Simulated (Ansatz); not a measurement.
## GeCl₂, singlet in cc-pVDZ: errors against RCCSDTQ

Geometry: a PBE0/def2-TZVP stationary point for this spin, not checked as a minimum.

```xyz
3

Ge    0.0000   -0.6920    0.0000
Cl    0.0000    0.7089   -1.6730
Cl    0.0000    0.7089    1.6730
```

Basis cc-pVDZ; Ansatz 0.2.0. Only valence electrons are correlated (noble-gas cores and the filled d shells of p-block atoms frozen), which leaves 18 electrons in 39 orbitals. R marks a restricted (for open shells ROHF) determinant. Active spaces: valence = (18e, 12o) chosen from the atoms' valence shells. No spin–orbit coupling is included, and no scalar relativity.

Full CI isn't at hand for all of this; RCCSDTQ serves as the reference, and is uncertain by about the last step of the cluster series.

The UHF ⟨S²⟩ is 0.000. The T1 diagnostic (RCCSD) is 0.0143 and the largest doubles amplitude (RCCSD) is 0.070.

```
   level  E − E(RHF) (eV)
    RMP2          -9.2160
   RCCSD         -10.0754
RCCSD(T)         -10.3399
```

Question: Estimate how far RCCSDTQ in cc-pVDZ lies from RCCSD(T). The table doesn't fix it; the size of (T) and the diagnostics are the guide.

Answer: RCCSDTQ in cc-pVDZ lies 4.8 kJ/mol below RCCSD(T), which is 19 % of the (T) step (-25.5 kJ/mol). The diagnostics are small and the rest is a small part of (T), but (T) is large here. The miss exceeds 1 kcal/mol.

The other levels:

```
                   level  E − E(RCCSDTQ) (kJ/mol)  share of correlation (%)    wall time
                 BCCD(T)                      4.5                     99.55        1.5 s
                  RCCSDT                      2.5                     99.75            –
               RCCSDT(Q)                     -0.1                    100.01         16 s
  CASSCF (valence space)                    875.7                     12.65            –
  NEVPT2 (valence space)                    176.6                     82.38         10 s
  MRCISD (valence space)                     99.6                     90.07            –
MRCISD+Q (valence space)                     10.3                     98.97  15 s (H100)
```

The correlation energy at RCCSDTQ, counted from RHF, is -10.390 eV. That run took 55 s on 2 threads of AMD EPYC 7R13 with a shared H100 80 GB, shared host.

Times hold each run's SCF and search for its determinant on a shared host, so for small cases they say little of a method's own cost; rows without a card ran on 1 thread of AMD EPYC 7R13.

Natural occupations of CASSCF (valence space) about the gap: 1.994 1.992 1.985 1.981 1.944 0.059 0.027 0.025; effectively unpaired electrons, Σ n²(2−n)², 0.03.

Atomization energy (electronic, same basis, no zero-point term; atoms at the same level, unrestricted beside the R rows where the molecule is a closed shell, but restricted open-shell past Ca, as are all atoms' steps beyond CCSDT(Q)) at RCCSDTQ: 696.8 kJ/mol. Errors of other levels:

| level | error (kJ/mol) |
| --- | --- |
| RHF | -171.2 |
| RMP2 | 28.2 |
| RCCSD | -19.5 |
| RCCSD(T) | -2.1 |
| BCCD(T) | -1.8 |
| RCCSDT | -1.6 |
| RCCSDT(Q) | 0.2 |
| CASSCF (valence space) | -55.7 |
| NEVPT2 (valence space) | 18.9 |
| MRCISD (valence space) | -68.2 |
| MRCISD+Q (valence space) | -17.8 |

This basis is far from its limit, so the value isn't to be set against a measured one. Truncated CI isn't size-consistent, which counts against it in atomization.
